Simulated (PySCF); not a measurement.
# PO⁺ at other levels of theory

What do other methods print for PO⁺?

Program: PySCF 2.14.0. Level of theory: each script names its method and basis. These are calculated values, not measurements.

3 further runs of the same task are left out: 3 that didn't finish.

**1. The starting structure**

PO⁺: 2 atoms, charge 1, spin multiplicity 1.

Bond lengths: P1–O2 1.589 Å.

**2. The run that the others are compared with**

Contents of input.py:

```python
from pyscf import gto, scf
from pyscf.hessian import thermo

mol = gto.M(
    atom='P 0 0 0; O 0 0 1.589',
    basis='cc-pvdz',
    charge=1,
    spin=0,
    symmetry=True,
    verbose=4,
)
mf = scf.RHF(mol)
mf = mf.density_fit(auxbasis='def2-universal-jkfit')
mf.kernel()
hess = mf.Hessian().kernel()
print('wavenumber (cm^-1) =', thermo.harmonic_analysis(mol, hess)['freq_wavenumber'].round(1))
mf.dip_moment()
print('orbital energies (hartree):', mf.mo_energy[..., max(0, mol.nelec[1]-3):mol.nelec[0]+3].round(4))
```

Started as:

```bash
OMP_NUM_THREADS=1 python input.py
```

**3. R2scan (RKS)**

Variant 1 changes functional: none (Hartree–Fock) → r2scan; SCF type: RHF → RKS; step after the SCF: frequency → analyze.

Contents of input.py:

```python
from pyscf import gto, dft

mol = gto.M(
    atom='P 0 0 0; O 0 0 1.589',
    basis='cc-pvdz',
    charge=1,
    spin=0,
    symmetry=True,
    verbose=4,
)
mf = dft.RKS(mol, xc='r2scan')
mf = mf.density_fit(auxbasis='def2-universal-jkfit')
mf.kernel()
mf.analyze()
print('orbital energies (hartree):', mf.mo_energy[..., max(0, mol.nelec[1]-3):mol.nelec[0]+3].round(4))
```

**4. Wb97 (RKS)**

Variant 2 changes functional: none (Hartree–Fock) → wb97; SCF type: RHF → RKS; step after the SCF: frequency → analyze.

Contents of input.py:

```python
from pyscf import gto, dft

mol = gto.M(
    atom='P 0 0 0; O 0 0 1.589',
    basis='cc-pvdz',
    charge=1,
    spin=0,
    symmetry=True,
    verbose=4,
)
mf = dft.RKS(mol, xc='wb97')
mf = mf.density_fit(auxbasis='def2-universal-jkfit')
mf.kernel()
mf.analyze()
print('orbital energies (hartree):', mf.mo_energy[..., max(0, mol.nelec[1]-3):mol.nelec[0]+3].round(4))
```

**5. Tpss (RKS)**

Variant 3 changes functional: none (Hartree–Fock) → tpss; SCF type: RHF → RKS; step after the SCF: frequency → analyze.

Contents of input.py:

```python
from pyscf import gto, dft

mol = gto.M(
    atom='P 0 0 0; O 0 0 1.589',
    basis='cc-pvdz',
    charge=1,
    spin=0,
    symmetry=True,
    verbose=4,
)
mf = dft.RKS(mol, xc='tpss')
mf = mf.density_fit(auxbasis='def2-universal-jkfit')
mf.kernel()
mf.analyze()
print('orbital energies (hartree):', mf.mo_energy[..., max(0, mol.nelec[1]-3):mol.nelec[0]+3].round(4))
```

**6. Geometry optimisation**

Variant 4 changes step after the SCF: frequency → optimize.

Contents of input.py:

```python
from pyscf import gto, scf
from pyscf.geomopt.geometric_solver import optimize

mol = gto.M(
    atom='P 0 0 0; O 0 0 1.589',
    basis='cc-pvdz',
    charge=1,
    spin=0,
    symmetry=True,
    verbose=4,
)
mf = scf.RHF(mol)
mf = mf.density_fit(auxbasis='def2-universal-jkfit')
mf.kernel()
mol_eq = optimize(mf, maxsteps=30)
print('optimised geometry (angstrom)')
print(mol_eq.tostring('raw'))
print('orbital energies (hartree):', mf.mo_energy[..., max(0, mol.nelec[1]-3):mol.nelec[0]+3].round(4))
```

**7. B3lyp (RKS)**

Variant 5 changes functional: none (Hartree–Fock) → b3lyp; SCF type: RHF → RKS; step after the SCF: frequency → analyze.

Contents of input.py:

```python
from pyscf import gto, dft

mol = gto.M(
    atom='P 0 0 0; O 0 0 1.589',
    basis='cc-pvdz',
    charge=1,
    spin=0,
    symmetry=True,
    verbose=4,
)
mf = dft.RKS(mol, xc='b3lyp')
mf = mf.density_fit(auxbasis='def2-universal-jkfit')
mf.kernel()
mf.analyze()
print('orbital energies (hartree):', mf.mo_energy[..., max(0, mol.nelec[1]-3):mol.nelec[0]+3].round(4))
```

What does the calculation give? Wanted: for each run, E(SCF); from base; gap; after the SCF.

**Answer**, as computed:

```tsv
run	E(SCF) (hartree)	from base (eV)	cycles	gap (eV)	after the SCF
base	-415.225105	0	10	13.79	highest mode 914 cm⁻¹
r2scan (RKS)	-416.138390	not comparable	10	5.09	n/a
wb97 (RKS)	-416.167805	not comparable	9	12.31	n/a
tpss (RKS)	-416.241702	not comparable	10	4.82	n/a
geometry optimisation	-415.225105	0.0000	10	13.79	bond 1.408 Å, -1.191 eV
b3lyp (RKS)	-416.219367	not comparable	11	6.48	n/a
```

SCF columns refer to the geometry typed in the script.

The gap between the frontier levels is 4.8 eV with tpss (0 % exact exchange) and 6.5 eV with b3lyp (20 %): exact exchange opens it. Total energies of different functionals can't be compared with each other; differences within one functional can.
